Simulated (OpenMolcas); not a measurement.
## BHCl2 (SMILES ClBCl): methods side by side

The species is BHCl2 (4 atoms), meant as a singlet with charge 0. SMILES: `ClBCl`. The shape is that of a GFN2-xTB optimisation.

```xyz
4

Cl   -1.4971   -0.6691   -0.0161
B     0.0102    0.1176   -0.0552
Cl    1.3688   -0.5986    0.6748
H     0.1182    1.1501   -0.6036
```

Quantity: the energy change with the Cl1–B2 bond stretched from 1.701 to 2.126 Å, in eV. The values are calculated.

```csv
level,kind,program,value (eV),less FCI/STO-3G,CPU time (all runs)
HF/STO-3G (restricted),Hartree–Fock,OpenMolcas,1.15,+0.24,3.5 s
SVWN5/STO-3G (restricted),LDA,OpenMolcas,1.10,+0.19,6.7 s
PBE/STO-3G (restricted),GGA,OpenMolcas,0.92,+0.01,7.7 s
r2SCAN/STO-3G (restricted),meta-GGA,OpenMolcas,0.98,+0.07,9.6 s
M06-2X/STO-3G (restricted),hybrid meta-GGA,OpenMolcas,1.10,+0.19,8.3 s
PBE0/STO-3G (restricted),global hybrid,OpenMolcas,1.07,+0.16,7.3 s
MP2/STO-3G (restricted),perturbation theory,OpenMolcas,1.02,+0.11,3.4 s
CISD/STO-3G (restricted),coupled cluster or CI,OpenMolcas,0.95,+0.04,3.6 s
FCI/STO-3G,exact in the basis,OpenMolcas,0.91,0.00,3.4 min
```

FCI/STO-3G is exact within its basis and frozen core, so for wave-function methods in that basis the difference is their error; functionals converge differently with the basis, so for them it is only a difference. The first shape isn't each level's own minimum. The values span 0.91 to 1.15 eV. All rows use very small basis sets, so even the best lies far from the true value. Times are those of the runs behind each value, whatever else they computed, on shared processors of several kinds: orders of magnitude only.
